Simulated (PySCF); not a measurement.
# NEVPT2(2,2)/STO-3G run of [NH4]+ (ammonium)

Aim: the energy change on altering one bond length of [NH4]+ (ammonium) at NEVPT2(2,2)/STO-3G, from 2 runs. 

The calculation is run with PySCF 2.14.0.

16 further runs of the same task are left out: 4 that didn't finish, 12 set aside as unsound or not needed.

## Step 1: The molecule

The species is [NH4]+ (5 atoms), meant as a singlet with charge +1. As SMILES, `[NH4+]`. The coordinates come from a GFN2-xTB relaxation.

Bond lengths: N1–H2 1.030 Å, N1–H3 1.029 Å, N1–H4 1.030 Å, N1–H5 1.030 Å. Angles: H2–N1–H3 109.5°, H2–N1–H4 109.4°, H2–N1–H5 109.5°, H3–N1–H4 109.5°, H3–N1–H5 109.4°, H4–N1–H5 109.5°.

## Step 2: A single-point energy at NEVPT2(2,2)/STO-3G

The input, calc.py:

```python
import numpy
from pyscf import gto, scf, mp, mcscf, mrpt

mol = gto.Mole()
mol.atom = '''
N      0.000080     0.000050    -0.000010
H      0.455870    -0.450720     0.805650
H     -0.977900     0.217540     0.236550
H      0.024080    -0.637350    -0.808220
H      0.497880     0.870480    -0.233970
'''
mol.charge = 1
mol.verbose = 3
mol.spin = 0
mol.basis = 'sto-3g'
mol.max_memory = 1860
mol.build()

calc0 = scf.RHF(mol)
calc0.conv_tol = 1e-10
calc0.kernel()
if not calc0.converged:
    calc0 = calc0.newton().run(calc0.mo_coeff, calc0.mo_occ)

pt = mp.MP2(scf.addons.convert_to_uhf(calc0)).run()
noons, natorbs = mcscf.addons.make_natural_orbitals(pt)
print('natural occupations', numpy.round(noons[:40], 4))
cas = mcscf.CASSCF(calc0, 2, 2)
cas.fix_spin_(ss=0.0)
cas.natorb = True
cas.kernel(natorbs)
e_pt2 = mrpt.NEVPT(cas).kernel()
e_tot = cas.e_tot + e_pt2
print('E(%s) = %.9f' % ('NEVPT2', e_tot))
```

The run is started by

```console
$ OMP_NUM_THREADS=1 python calc.py
```

The program printed:

```text
converged SCF energy = -55.8680753038534
E(UMP2) = -55.930167944699  E_corr = -0.0620926408455768
E(SCS-UMP2) = -55.937757890471  E_corr = -0.0696825866176487
natural occupations [2.     1.9924 1.9876 1.9876 1.9876 0.0118 0.0118 0.0118 0.0094]
CASSCF energy = -55.8831645251149
CASCI E = -55.8831645251149  E(CI) = -2.84917676304757  S^2 = 0.0000000
Sr    (-1)',   E = -0.00000000000290
Si    (+1)',   E = -0.00000000003351
Sijrs (0)  ,   E = -0.03873750389705
Sijr  (+1) ,   E = -0.00098996792896
Srsi  (-1) ,   E = -0.00151688953235
Srs   (-2) ,   E = -0.00038029410920
Sij   (+2) ,   E = -0.00032234629374
Sir   (0)' ,   E = -0.00923872443418
Nevpt2 Energy = -0.051185726231899
E(NEVPT2) = -55.934350251
```

Wall time 0.79 s (1 thread of Arm Neoverse V2, shared host); peak memory 0.12 GiB.

## Step 3: The distorted shape at the same level

The input, input.py:

```python
import numpy
from pyscf import gto, scf, mp, mcscf, mrpt

system = gto.Mole()
system.atom = [
    ('N', (-0.019121, 0.509992, 0.646586)),
    ('H', (0.436669, 0.059222, 1.452246)),
    ('H', (-0.997101, 0.727482, 0.883146)),
    ('H', (0.024080, -0.637350, -0.808220)),
    ('H', (0.478679, 1.380422, 0.412626)),
]
system.verbose = 4
system.charge = 1
system.basis = 'sto-3g'
system.max_memory = 1860
system.build()

mf = scf.RHF(system)
mf.conv_tol = 1e-10
mf.kernel()
if not mf.converged:
    mf = mf.newton().run(mf.mo_coeff, mf.mo_occ)

pt = mp.MP2(scf.addons.convert_to_uhf(mf)).run()
noons, natorbs = mcscf.addons.make_natural_orbitals(pt)
print('natural occupations', numpy.round(noons[:40], 4))
cas = mcscf.CASSCF(mf, 2, 2)
cas.fix_spin_(ss=0.0)
cas.natorb = True
cas.kernel(natorbs)
e_pt2 = mrpt.NEVPT(cas).kernel()
e_final = cas.e_tot + e_pt2
print('E(%s) = %.9f' % ('NEVPT2', e_final))
```

The run is started by

```console
$ OMP_NUM_THREADS=1 python input.py
```

The program printed:

```text
PySCF version 2.14.0

[INPUT] num. atoms = 5
[INPUT] num. electrons = 10
[INPUT] charge = 1
[INPUT] spin (= nelec alpha-beta = 2S) = 0
[INPUT] symmetry False subgroup None
[INPUT] Mole.unit = angstrom
[INPUT] Symbol           X                Y                Z      unit          X                Y                Z       unit  Magmom
[INPUT]  1 N     -0.019121000000   0.509992000000   0.646586000000 AA   -0.036133453228   0.963745205719   1.221870455978 Bohr   0.0
[INPUT]  2 H      0.436669000000   0.059222000000   1.452246000000 AA    0.825184817088   0.111913360549   2.744347205495 Bohr   0.0
[INPUT]  3 H     -0.997101000000   0.727482000000   0.883146000000 AA   -1.884247808530   1.374741740551   1.668904068005 Bohr   0.0
[INPUT]  4 H      0.024080000000  -0.637350000000  -0.808220000000 AA    0.045504605080  -1.204416945492  -1.527314448396 Bohr   0.0
[INPUT]  5 H      0.478679000000   1.380422000000   0.412626000000 AA    0.904572211581   2.608619516324   0.779750131875 Bohr   0.0

nuclear repulsion = 14.3978243957684
number of shells = 7
number of NR pGTOs = 27
number of NR cGTOs = 9
basis = sto-3g
ecp = {}

******** <class 'pyscf.scf.hf.RHF'> ********
method = RHF
initial guess = minao
damping factor = 0
level_shift factor = 0
DIIS = <class 'pyscf.scf.diis.CDIIS'>
diis_start_cycle = 1
diis_space = 8
diis_damp = 0
SCF conv_tol = 1e-10
SCF conv_tol_grad = None
SCF max_cycles = 50
direct_scf = True
direct_scf_tol = 1e-13
Set gradient conv threshold to 1e-05
Initial guess from minao.
init E= -55.6200238954803
  HOMO = -0.329811473865723  LUMO = 0.00384086078281742  gap/eV = 9.07914
cycle= 1 E= -55.6655356690655  delta_E= -0.0455  |g|= 0.0719  |ddm|= 2.19
  HOMO = -0.751381824269903  LUMO = -0.196441167755022  gap/eV = 15.10070
cycle= 2 E= -55.6669816723945  delta_E= -0.00145  |g|= 0.0244  |ddm|= 0.106
  HOMO = -0.738329281825052  LUMO = -0.191836247540125  gap/eV = 14.87083
cycle= 3 E= -55.6672252774777  delta_E= -0.000244  |g|= 0.00714  |ddm|= 0.0414
  HOMO = -0.739964233366237  LUMO = -0.190122164569215  gap/eV = 14.96196
cycle= 4 E= -55.6672449389128  delta_E= -1.97e-05  |g|= 0.00066  |ddm|= 0.0113
  HOMO = -0.739931836939124  LUMO = -0.189807370898588  gap/eV = 14.96965
cycle= 5 E= -55.6672452055  delta_E= -2.67e-07  |g|= 7.16e-05  |ddm|= 0.00185
  HOMO = -0.739921443120793  LUMO = -0.189799419948918  gap/eV = 14.96958
cycle= 6 E= -55.667245208198  delta_E= -2.7e-09  |g|= 6.09e-06  |ddm|= 0.000197
  HOMO = -0.73992306763597  LUMO = -0.189803351977975  gap/eV = 14.96952
cycle= 7 E= -55.6672452082164  delta_E= -1.84e-11  |g|= 2.25e-07  |ddm|= 1.3e-05
  HOMO = -0.739923021064502  LUMO = -0.189803406255089  gap/eV = 14.96952
Extra cycle  E= -55.6672452082164  delta_E= -1.42e-14  |g|= 6.43e-08  |ddm|= 3.15e-07
converged SCF energy = -55.6672452082164

******** <class 'pyscf.mp.ump2.UMP2'> ********
nocc = (np.int64(5), np.int64(5)), nmo = (9, 9)
E(UMP2) = -55.7574045033367  E_corr = -0.0901592951202321
E(SCS-UMP2) = -55.7679170637125  E_corr = -0.10067185549609
E_corr(same-spin) = -0.00867611382483333
E_corr(oppo-spin) = -0.0814831812953988
natural occupations [2.     1.9911 1.985  1.985  1.937  0.062  0.0144 0.0144 0.0112]

******** <class 'pyscf.mcscf.mc1step.CASSCF'> ********
CAS (1e+1e, 2o), ncore = 4, nvir = 3
max_cycle_macro = 50
max_cycle_micro = 4
conv_tol = 1e-07
conv_tol_grad = None
orbital rotation max_stepsize = 0.02
orbital rotation threshold for CI restart = 0.01
augmented hessian ah_max_cycle = 30
augmented hessian ah_conv_tol = 1e-12
augmented hessian ah_linear dependence = 1e-14
augmented hessian ah_level shift = 1e-08
augmented hessian ah_start_tol = 2.5
augmented hessian ah_start_cycle = 3
augmented hessian ah_grad_trust_region = 3
kf_trust_region = 3
kf_interval = 4
ci_response_space = 4
ci_grad_trust_region = 3
with_dep4 0
natorb = True
canonicalization = True
sorting_mo_energy = False
ao2mo_level = 2
internal_rotation = False
******** <class 'pyscf.fci.addons.SpinPenaltyFCISolver'> ********
max. cycles = 50
conv_tol = 1e-08
davidson only = True
linear dependence = 1e-12
level shift = 0.001
max iter space = 12
nroots = 1
pspace_size = 400
spin = None
CASCI E = -55.7223686383283  S^2 = 0.0000000
Set conv_tol_grad to 0.000316228
macro iter   1 ( 10 JK    4 micro), CASSCF E = -55.7253502179763  dE = -2.98157965e-03  S^2 = 0.0000000
               |grad[o]|=0.0834  |grad[c]|=0.00352  |ddm|=0.0453  |maxRot[o]|=0.0463
macro iter   2 (  3 JK    1 micro), CASSCF E = -55.7253502526291  dE = -3.46528068e-08  S^2 = 0.0000000
               |grad[o]|=0.000241  |grad[c]|=2.82e-05  |ddm|=0.000107  |maxRot[o]|=0.000263
1-step CASSCF converged in   2 macro ( 13 JK   5 micro) steps
CASSCF canonicalization
Natural occ [1.80656689 0.19343311]
Natural orbital (expansion on meta-Lowdin AOs) in CAS space
               #1        #2
0 N 1s          -0.00143  -0.00104
0 N 2s          -0.23487   0.20506
0 N 2px         -0.01752   0.01324
0 N 2py          0.46555  -0.35186
0 N 2pz          0.59087  -0.44655
1 H 1s           0.06115  -0.03108
2 H 1s           0.06110  -0.03112
3 H 1s          -0.60617  -0.79477
4 H 1s           0.06115  -0.03116
<CAS-nat-orb|mo-hf>  5      5        0.98898749
<CAS-nat-orb|mo-hf>  6      6       -0.99218397
CASSCF energy = -55.7253502526291
CASCI E = -55.7253502526291  E(CI) = -2.11122434339985  S^2 = 0.0000000

******** <class 'pyscf.mrpt.nevpt2.NEVPT'> ********
NEVPT2 (1e+1e, 2o), ncore = 4, nvir = 3
root = 0
Natural occ [1.80656689 0.19343311]
Natural orbital (expansion on meta-Lowdin AOs) in CAS space
               #1        #2
0 N 1s          -0.00143  -0.00104
0 N 2s          -0.23487   0.20506
0 N 2px         -0.01752   0.01324
0 N 2py          0.46555  -0.35186
0 N 2pz          0.59087  -0.44655
1 H 1s           0.06115  -0.03108
2 H 1s           0.06110  -0.03112
3 H 1s          -0.60617  -0.79477
4 H 1s           0.06115  -0.03116
<CAS-nat-orb|mo-hf>  5      5        0.98898749
<CAS-nat-orb|mo-hf>  6      6       -0.99218397
Sr    (-1)',   E = 0.00000000000085
Si    (+1)',   E = 0.00000000000047
Sijrs (0)  ,   E = -0.03877005043145
Sijr  (+1) ,   E = -0.00123611143620
Srsi  (-1) ,   E = -0.00177856343001
Srs   (-2) ,   E = -0.00025683947015
Sij   (+2) ,   E = -0.00010226696259
Sir   (0)' ,   E = -0.01008678763622
Nevpt2 Energy = -0.052230619365307
E(NEVPT2) = -55.777580872
```

Wall time 0.75 s (1 thread of Arm Neoverse V2, shared host); peak memory 0.12 GiB.

## Step 4: Summary of results

Level: NEVPT2(2,2)/STO-3G.

| quantity | value |
| --- | --- |
| first shape: total energy | -55.93435 Eh |
| first shape: HOMO energy (Hartree–Fock orbitals) | -27.27 eV |
| first shape: LUMO energy (Hartree–Fock orbitals) | 6.22 eV |
| first shape: HOMO–LUMO gap (Hartree–Fock orbitals) | 33.49 eV |
| distorted shape: total energy | -55.77758 Eh |
| distorted shape: HOMO energy (Hartree–Fock orbitals) | -20.13 eV |
| distorted shape: LUMO energy (Hartree–Fock orbitals) | -5.16 eV |
| distorted shape: HOMO–LUMO gap (Hartree–Fock orbitals) | 14.97 eV |
| energy change with the N1–H4 bond stretched from 1.030 to 1.853 Å | 4.266 eV |

In words: With the N1–H4 bond stretched from 1.030 to 1.853 Å the energy rises by 4.27 eV (412 kJ/mol). The first shape isn't relaxed at this level, so the change isn't measured from a minimum. The minimal basis adds a large error of its own. Mulliken charges (first shape) of the mean-field density run from -0.42 on N1 to +0.36 on H2. Mulliken charges (distorted shape) of the mean-field density run from -0.37 on N1 to +0.47 on H4; they depend strongly on the basis.
